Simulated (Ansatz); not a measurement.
Geometry optimisation of H₂S₄.

```yaml
crystal:
  periodic: [false, false, false]
  atoms:
    - {symbol: S, position_ang: [1.178980, 1.545960, 1.398120]}
    - {symbol: S, position_ang: [1.303480, 0.496190, -0.356540]}
    - {symbol: S, position_ang: [0.499940, -1.368330, -0.039700]}
    - {symbol: S, position_ang: [-1.510730, -1.253210, -0.439150]}
    - {symbol: H, position_ang: [-0.014710, 2.114320, 1.182990]}
    - {symbol: H, position_ang: [-1.456960, -1.534930, -1.745720]}
basis:
  gaussian: {orbitals: def2-SVP}
hamiltonian: {xc: pbe0, dispersion: d4}
scf: {omitted_lower_state_checks: [starts]}
output: {orbitals: {seedname: orbitals}}
relax: {f_tol: 0.02, max_steps: 100}
```

```sh
$ ansatz run in.yaml --threads 4 --pin off --events-out ev --progress --plain --max-ram 3916MiB
```

It prints (some lines left out):

```
Functional definition: PBE0
mean field -43345.45840362 eV, -1592.9162157259 hartree, gradient 1.0e-5 eV, S^2 0.000000; 0 other end points of the search recorded, 0 dependent functions left out
relax step   1: F+E_penalty+E_count = -43345.65100892 eV  Δ(F+E_penalty+E_count) = +0.000e0 eV  max|allowed force component| = 4.758e-1 eV/Å  Δτ_max = 0.0000 Å  (24 SCF iters, accepted)
mean field -43345.46866563 eV, -1592.9165928481 hartree, gradient 2.7e-5 eV, S^2 0.000000; 0 other end points of the search recorded, 0 dependent functions left out
relax step   2: F+E_penalty+E_count = -43345.66233841 eV  Δ(F+E_penalty+E_count) = -1.133e-2 eV  max|allowed force component| = 4.258e-1 eV/Å  Δτ_max = 0.1910 Å  (28 SCF iters, accepted)
mean field -43345.48014227 eV, -1592.9170146067 hartree, gradient 1.4e-5 eV, S^2 0.000000; 0 other end points of the search recorded, 0 dependent functions left out
relax step   3: F+E_penalty+E_count = -43345.67293864 eV  Δ(F+E_penalty+E_count) = -1.060e-2 eV  max|allowed force component| = 2.937e-1 eV/Å  Δτ_max = 0.1019 Å  (28 SCF iters, accepted)
mean field -43345.48259548 eV, -1592.9171047606 hartree, gradient 9.3e-6 eV, S^2 0.000000; 0 other end points of the search recorded, 0 dependent functions left out
relax step   4: F+E_penalty+E_count = -43345.67584969 eV  Δ(F+E_penalty+E_count) = -2.911e-3 eV  max|allowed force component| = 6.121e-2 eV/Å  Δτ_max = 0.0193 Å  (27 SCF iters, accepted)
mean field -43345.48295158 eV, -1592.9171178469 hartree, gradient 1.0e-5 eV, S^2 0.000000; 0 other end points of the search recorded, 0 dependent functions left out
relax step   5: F+E_penalty+E_count = -43345.67663437 eV  Δ(F+E_penalty+E_count) = -7.847e-4 eV  max|allowed force component| = 4.072e-2 eV/Å  Δτ_max = 0.0222 Å  (26 SCF iters, accepted)
mean field -43345.48347712 eV, -1592.9171371604 hartree, gradient 9.9e-6 eV, S^2 0.000000; 0 other end points of the search recorded, 0 dependent functions left out
relax step   6: F+E_penalty+E_count = -43345.67752811 eV  Δ(F+E_penalty+E_count) = -8.937e-4 eV  max|allowed force component| = 4.774e-2 eV/Å  Δτ_max = 0.0311 Å  (27 SCF iters, accepted)
mean field -43345.48353136 eV, -1592.9171391536 hartree, gradient 9.3e-6 eV, S^2 0.000000; 0 other end points of the search recorded, 0 dependent functions left out
relax step   7: F+E_penalty+E_count = -43345.67839645 eV  Δ(F+E_penalty+E_count) = -8.683e-4 eV  max|allowed force component| = 2.676e-2 eV/Å  Δτ_max = 0.0338 Å  (28 SCF iters, accepted)
mean field -43345.48335807 eV, -1592.9171327851 hartree, gradient 9.9e-6 eV, S^2 0.000000; 0 other end points of the search recorded, 0 dependent functions left out
relax step   8: F+E_penalty+E_count = -43345.67852441 eV  Δ(F+E_penalty+E_count) = -1.280e-4 eV  max|allowed force component| = 2.127e-2 eV/Å  Δτ_max = 0.0160 Å  (27 SCF iters, accepted)
mean field -43345.48317710 eV, -1592.9171261348 hartree, gradient 2.7e-5 eV, S^2 0.000000; 0 other end points of the search recorded, 0 dependent functions left out
relax step   9: F+E_penalty+E_count = -43345.67856576 eV  Δ(F+E_penalty+E_count) = -4.135e-5 eV  max|allowed force component| = 1.278e-2 eV/Å  Δτ_max = 0.0077 Å  (21 SCF iters, accepted)
mean field -43345.48317710 eV, -1592.9171261348 hartree, gradient 2.7e-5 eV, S^2 0.000000; 0 other end points of the search recorded, 0 dependent functions left out
Total energy: -43345.67858451 eV, -1592.9243072244 hartree
Atom 0 at     1.109938     1.529704     1.380111 Å, force    -0.002206    -0.000639    -0.009406 eV/Å
Atom 1 at     1.387527     0.453554    -0.366261 Å, force     0.005356     0.008448     0.007244 eV/Å
Atom 2 at     0.567934    -1.421311    -0.042848 Å, force    -0.012783    -0.003871    -0.002667 eV/Å
Atom 3 at    -1.473240    -1.221159    -0.349840 Å, force     0.006863    -0.002473     0.001654 eV/Å
Atom 4 at    -0.117662     2.018559     1.077075 Å, force     0.002366    -0.001142     0.002966 eV/Å
Atom 5 at    -1.474496    -1.359347    -1.698237 Å, force     0.000404    -0.000323     0.000209 eV/Å
Dipole moment:    -0.272528     0.105478    -0.209842 e Å
Checks for a lower state left out: starts
```

Run time 20 s (4 threads of Intel Xeon on a shared host).
